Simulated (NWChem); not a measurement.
All runs are NWChem calculations. System: acetic acid (C₂H₄O₂), charge 0, spin multiplicity 1, at a geometry optimised with B3LYP/def2-SVP. Level: G0W0@PBE/def2-TZVPD, RI basis def2-tzvpd-rifit.

Job file:

```
start mol
memory heap 200 mb stack 700 mb global 1700 mb
geometry units angstroms nocenter noautoz
  C      1.354571     0.352959     0.000000
  C     -0.070460    -0.138717     0.000000
  O     -0.950483     0.887043     0.000000
  O     -0.421195    -1.291453     0.000000
  H      2.039521    -0.502700     0.000000
  H      1.533675     0.981767    -0.885745
  H      1.533675     0.981767     0.885745
  H     -1.838106     0.488999     0.000000
  symmetry group Cs
end
basis spherical
  * library def2-tzvpd
end
basis "ri basis" bse spherical
  * library def2-tzvpd-rifit
end
dft
  xc xpbe96 cpbe96
  iterations 100
  direct
  tolerances tight
end
task dft energy
gw
  method cdgw
  states alpha occ 4 vir 2
end
task dft gw
```

Part of the output:

```
             Northwest Computational Chemistry Package (NWChem) 7.3.0
             --------------------------------------------------------

                                NWChem Input Module
                                -------------------

 Scaling coordinates for geometry "geometry" by  1.889725989
 (inverse scale =  0.529177249)

 Turning off AUTOSYM since
 SYMMETRY directive was detected!

                             Geometry "geometry" -> ""
                             -------------------------

 Output coordinates in angstroms (scale by  1.889725989 to convert to a.u.)

  No.       Tag          Charge          X              Y              Z
 ---- ---------------- ---------- -------------- -------------- --------------
    1 C                    6.0000     1.35457100     0.35295900     0.00000000
    2 C                    6.0000    -0.07046000    -0.13871700     0.00000000
    3 O                    8.0000    -0.95048300     0.88704300     0.00000000
    4 O                    8.0000    -0.42119500    -1.29145300     0.00000000
    5 H                    1.0000     2.03952100    -0.50270000     0.00000000
    6 H                    1.0000     1.53367500     0.98176700    -0.88574500
    7 H                    1.0000     1.53367500     0.98176700     0.88574500
    8 H                    1.0000    -1.83810600     0.48899900     0.00000000

 Effective nuclear repulsion energy (a.u.)     121.0097903348

            Nuclear Dipole moment (a.u.)
            ----------------------------
        X                 Y               Z
 ---------------- ---------------- ----------------
     0.0000132281     0.0000094486     0.0000000000

      Symmetry information
      --------------------

 Group name             Cs
 Group number              2
 Group order               2
 No. of unique centers     7

      Symmetry unique atoms

     1    2    3    4    5    6    8


 Summary of "ao basis" -> "" (spherical)
 ------------------------------------------------------------------------------
       Tag                 Description            Shells   Functions and Types
[...]
          -7.360289292029         189.662334723128           0.000000000000
           0.000000000000           0.000000000000         338.873610668088

     Multipole analysis of the density
     ---------------------------------

     L   x y z        total         alpha         beta         nuclear
     -   - - -        -----         -----         ----         -------
     0   0 0 0      0.000000    -16.000000    -16.000000     32.000000

     1   1 0 0      0.175624      0.087806      0.087806      0.000013
     1   0 1 0      0.659035      0.329513      0.329513      0.000009
     1   0 0 1      0.000000      0.000000      0.000000      0.000000

     2   2 0 0    -14.137447    -64.077455    -64.077455    114.017463
     2   1 1 0     -0.418217     -3.103974     -3.103974      5.789731
     2   1 0 1     -0.000000     -0.000000     -0.000000      0.000000
     2   0 2 0    -21.549450    -51.699236    -51.699236     81.849023
     2   0 1 1     -0.000000     -0.000000     -0.000000      0.000000
     2   0 0 2    -17.427057    -11.515186    -11.515186      5.603316

 Task  times  cpu:       55.1s     wall:       55.1s

                                NWChem Input Module
                                -------------------

                                 NWChem GW Module
                                 ----------------

                             ***********************
                             ***        GW       ***
                             ***********************

 Summary of "ri basis" -> "ri basis" (spherical)
 ------------------------------------------------------------------------------
       Tag                 Description            Shells   Functions and Types
 ---------------- ------------------------------  ------  ---------------------
 C                      def2-tzvpd-rifit            26       92   9s7p5d4f1g
 O                      def2-tzvpd-rifit            26       92   9s7p5d4f1g
 H                      def2-tzvpd-rifit            10       24   5s3p2d

                 Memory Information
                 ------------------
          Available GA per process is          1699.7 MBs
          Available stack per process is        700.0 MBs
          Available heap per process is           0.0 MBs

          Peak memory in Initialization
              Peak GA per process is                 14.1 MBs
              Peak stack per process is               0.5 MBs
              Peak heap per process is               14.5 MBs
              Memory not in MA per process            0.0 MBs

          Peak memory in CDGW Calculation
              Peak GA per process is                 17.6 MBs
              Peak stack per process is               3.3 MBs
              Peak heap per process is                3.8 MBs
              Memory not in MA per process            0.0 MBs

          Computing 2-center integrals
          Computing Inverse Cholesky factor
          Computing 3-center integrals
          Computing Vxc

          Computing Sigma_x
          Computing W(iw) on the imaginary grid
          Solving quasiparticle equations

                  Alpha Orbitals
          State     Energy (eV)     Error (eV)
          -----------------------------------
@GW        13        -13.152           0.004
@GW        14        -13.324           0.003
@GW        15        -11.186           0.002
@GW        16         -9.881           0.003
@GW        17          2.110           0.003
@GW        18          1.295           0.004

     GW Timing Statistics
   ------------------------
   Init.   :          0.1s
     ERIs  :          2.1s
     Distr.:          0.0s
     Vxc   :          0.5s
   Vmo     :          0.0s
   iW      :          3.7s
   I_n     :          0.0s
   R_n     :          0.8s
   GW total:          7.3s

 Task  times  cpu:        7.3s     wall:        7.3s

 Total times  cpu:       62.4s     wall:       62.4s
```
